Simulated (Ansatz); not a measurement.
**Worked example: correlation energy of HSiB, singlet**

Geometry: a point of a stretch scan, not a stationary point.

```xyz
3

Si    0.0000    0.0000    0.2669
B     0.0000    0.0000   -1.7717
H     0.0000    0.0000    1.5049
```

Basis 6-31G; Ansatz 0.2.0. Correlated methods freeze the noble-gas cores, which leaves 8 electrons in 18 orbitals. R marks a restricted (for open shells ROHF) determinant.

Full CI is exact within this basis and frozen core; it isn't the basis-set limit.

The determinant fills πx and πy unequally, so it is a mixture of Σ and Δ, which weighs on every level built on one determinant.

Runs differ by some tens of microhartree through their thresholds, so steps under 0.03 kcal/mol mean nothing.

```
     level  total energy (hartree)
       RHF             -313.862727
      RMP2             -313.944422
     RCCSD             -313.978827
  RCCSD(T)             -313.984565
   RCCSDT*             -313.987686
RCCSDT(Q)*             -313.989106
  RCCSDTQ*             -313.989712
   full CI             -313.989846
```

Task: What is the correlation energy at full CI, and what share of it do RMP2 and RCCSDTQ recover?

Result: E(corr) = -313.989846 − (-313.862727) = -0.127119 hartree = -3.459 eV. RMP2: -0.081695 / -0.127119 = 64.27 %. RCCSDTQ: -0.126985 / -0.127119 = 99.89 %.

Task: By how many kcal/mol does RCCSD(T) miss full CI (1 hartree = 627.509 kcal/mol), and which steps make up the rest?

Result: -313.984565 − (-313.989846) = 0.005281 hartree = 3.31 kcal/mol. Steps: RCCSDT − RCCSD(T) = -1.96, RCCSDT(Q) − RCCSDT = -0.89, RCCSDTQ − RCCSDT(Q) = -0.38, full CI − RCCSDTQ = -0.08 kcal/mol. With more than one leading determinant such errors change with state and geometry, and needn't cancel in differences.

An asterisk marks runs whose energy the program itself flagged as in doubt.
